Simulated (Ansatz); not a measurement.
Reaction: CH5BO2 (SMILES CB(O)O) → H2BO2 (SMILES O[B]O, doublet) + CH3 (SMILES [CH3], doublet) (the B-C bond breaks)
Each species at its own B3LYP-D3(BJ)/def2-TZVP minimum (Ansatz, an electronic-structure program), one conformer.

Wanted: bond dissociation energy (electronic), in kcal/mol. Open shells are spin-unrestricted; no spin-orbit coupling. CBS(X,Y): correlation extrapolated as X^-3, Hartree-Fock from the larger set. A bracket is a step between two methods taken in the basis named. The functionals are non-relativistic, so their misses hold any scalar relativity. 'core' is core correlation in cc-pwCVTZ, 'X2C' scalar relativity in cc-pVTZ-DK, both at CCSD(T).

CCSD(T)/CBS(cc-pVTZ,cc-pVQZ) + [CCSDT(Q) - CCSD(T)]/cc-pVDZ + core + X2C (Ansatz) gives 113.8 kcal/mol.

**Question.** What does PBE/def2-TZVPD (Ansatz) give here, and how do the other levels compare?

**Answer.** PBE gives 108.3 kcal/mol, 5.5 kcal/mol below it. Differences of the others: r2SCAN/def2-TZVPD (Ansatz) -9.1; wB97M-V/def2-TZVPD (Ansatz) 1.4; CCSD(T)/CBS(cc-pVTZ,cc-pVQZ) + core + X2C (Ansatz) 0.0 kcal/mol. Nearer than PBE: wB97M-V/def2-TZVPD, CCSD(T)/CBS(cc-pVTZ,cc-pVQZ) + core + X2C.
